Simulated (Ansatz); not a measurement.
Species: silicon monoxide, SiO (charge 0, singlet). 
Structure (B3LYP-D3(BJ)/def2-TZVP (Ansatz, a first-principles code) minimum search):
```
Si
O 1 1.5131
```
Charge 0, spin multiplicity 1.

Basis-set convergence of Hartree-Fock and CCSD correlation energies (hartree) with Ansatz. Valence correlation only, unless marked. Spin-orbit coupling is left out. No relativistic terms.

```json
[
 {"basis": "def2-SVPD", "functions": "47", "E(HF)": "-363.64501", "E(corr, CCSD)": "-0.28883"},
 {"basis": "def2-TZVPPD", "functions": "88", "E(HF)": "-363.84212", "E(corr, CCSD)": "-0.33904"},
 {"basis": "def2-QZVPPD", "functions": "142", "E(HF)": "-363.85384", "E(corr, CCSD)": "-0.35901"}
]
```

Extrapolating the two largest sets (X = 3 and 4) as X^-3: E(corr) = (64·(-0.35901) - 27·(-0.33904))/37 = -0.3736 Eh, an estimate of the basis-set limit. The largest set recovers 96.1 % of it, the smallest 77.3 %.
